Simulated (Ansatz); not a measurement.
Mulliken charges of C₂H₃FO₂ (`O=COCF`) from ωB97M-V/def2-TZVPP in Ansatz (PBE0-D4/def2-TZVP geometry).

```csv
atom,x (Å),y (Å),z (Å),charge (e)
O1,0.561,-0.696,1.563,-0.308
C2,0.376,0.425,1.191,0.231
O3,-0.042,0.771,-0.028,-0.220
C4,-0.266,-0.310,-0.912,0.125
F5,-0.659,0.245,-2.078,-0.200
H6,0.522,1.330,1.797,0.113
H7,0.660,-0.869,-1.064,0.129
H8,-1.060,-0.952,-0.525,0.129
```

**Question.** By hand: the dipole of these point charges (1 e Å = 4.8032 D).

**Answer.** Σ q r = (0.029, -0.029, 0.100) e Å, of length 0.108 e Å = 0.52 D.

**Question.** How does the dipole of the full density compare? (Estimate.)

**Answer.** Computed: (0.000, 0.094, 0.028) e Å, 0.47 D; the point charges give 1.11 times that, at 90° from its direction.

Point charges leave out the atoms' own dipoles, such as those of lone pairs, and Mulliken's split depends on the basis, so the two needn't agree.
